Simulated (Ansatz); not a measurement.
Molecule (SMILES): Cl[CH]Cl, doublet.
Atoms: C1, Cl2, Cl3, H4. Bonds: C1-Cl2, C1-Cl3, C1-H4.

Basis-set convergence of the optimised C1-H4 bond length at PBE0 with Ansatz (a quantum-chemistry and plane-wave program). Cartesian d functions, on some or all atoms, in 6-31G*, 6-31+G*, 6-311G**, 6-311+G**; all else is spherical. The program fits the integrals of some runs and decomposes those of others, by size. Open shells are unrestricted. No added dispersion term, no relativity. Reference: the value in pcseg-3, 1.0785 Å. Deviations are taken from unrounded values.

```json
[
 {"basis": "6-31G*", "functions": "55", "optimised C1-H4 bond length (Å)": "1.0824"},
 {"basis": "6-31+G*", "functions": "67", "optimised C1-H4 bond length (Å)": "1.0826"},
 {"basis": "def2-SVP", "functions": "55", "optimised C1-H4 bond length (Å)": "1.0916"},
 {"basis": "def2-SVPD", "functions": "82", "optimised C1-H4 bond length (Å)": "1.0902"},
 {"basis": "pcseg-1", "functions": "55", "optimised C1-H4 bond length (Å)": "1.0865"},
 {"basis": "aug-pcseg-1", "functions": "86", "optimised C1-H4 bond length (Å)": "1.0864"},
 {"basis": "cc-pV(D+d)Z", "functions": "65", "optimised C1-H4 bond length (Å)": "1.0909"},
 {"basis": "aug-cc-pV(D+d)Z", "functions": "96", "optimised C1-H4 bond length (Å)": "1.0885"},
 {"basis": "6-311G**", "functions": "78", "optimised C1-H4 bond length (Å)": "1.0803"},
 {"basis": "6-311+G**", "functions": "90", "optimised C1-H4 bond length (Å)": "1.0808"},
 {"basis": "def2-TZVP", "functions": "111", "optimised C1-H4 bond length (Å)": "1.0799"},
 {"basis": "def2-TZVPD", "functions": "138", "optimised C1-H4 bond length (Å)": "1.0799"},
 {"basis": "pcseg-2", "functions": "112", "optimised C1-H4 bond length (Å)": "1.0787"},
 {"basis": "aug-pcseg-2", "functions": "169", "optimised C1-H4 bond length (Å)": "1.0787"},
 {"basis": "cc-pV(T+d)Z", "functions": "122", "optimised C1-H4 bond length (Å)": "1.0788"},
 {"basis": "aug-cc-pV(T+d)Z", "functions": "179", "optimised C1-H4 bond length (Å)": "1.0789"},
 {"basis": "def2-TZVPP", "functions": "129", "optimised C1-H4 bond length (Å)": "1.0791"},
 {"basis": "def2-TZVPPD", "functions": "156", "optimised C1-H4 bond length (Å)": "1.0791"}
]
```

What the diffuse functions change, pair by pair:
- 6-31G* to 6-31+G*: 12 more functions, deviation 0.0039 to 0.0041 Å
- def2-SVP to def2-SVPD: 27 more functions, deviation 0.0131 to 0.0117 Å
- pcseg-1 to aug-pcseg-1: 31 more functions, deviation 0.0080 to 0.0080 Å
- cc-pV(D+d)Z to aug-cc-pV(D+d)Z: 31 more functions, deviation 0.0124 to 0.0100 Å
- 6-311G** to 6-311+G**: 12 more functions, deviation 0.0018 to 0.0023 Å
- def2-TZVP to def2-TZVPD: 27 more functions, deviation 0.0014 to 0.0014 Å
- pcseg-2 to aug-pcseg-2: 57 more functions, deviation 0.0003 to 0.0002 Å
- cc-pV(T+d)Z to aug-cc-pV(T+d)Z: 57 more functions, deviation 0.0003 to 0.0004 Å
- def2-TZVPP to def2-TZVPPD: 27 more functions, deviation 0.0006 to 0.0006 Å

They bring the value nearer the reference by more than 0.0001 Å in 2 of 9 pairs.
